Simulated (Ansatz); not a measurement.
```xyz
9

F    -1.068    1.206   -1.240
C    -1.058    0.193   -0.304
C     0.319   -0.353   -0.133
F     0.699   -1.104   -1.205
C     1.340    0.141    0.725
N     0.751   -0.874    1.179
H    -1.414    0.593    0.648
H    -1.730   -0.598   -0.649
H     2.163    0.796    0.979
```

Charge 0, multiplicity 1.

**Question.** List the ωB97M-V/def2-TZVPP orbital energies in eV (the Gaussian-basis code of Ansatz). (An estimate is asked.)

**Answer.** The calculation gave: Occupied: -677.79, -677.53, -396.12, -285.18, -284.00, -283.80, -37.04, -36.47, -31.71, -24.03, -20.30, -20.14, -18.04, -17.65, -16.99, -16.38, -15.54, -14.73, -14.11, -13.24, -12.62, -12.08, -10.72. Lowest empty: 0.97, 2.98, 3.31, 3.93, 4.29, 4.72, 5.52, 5.98.
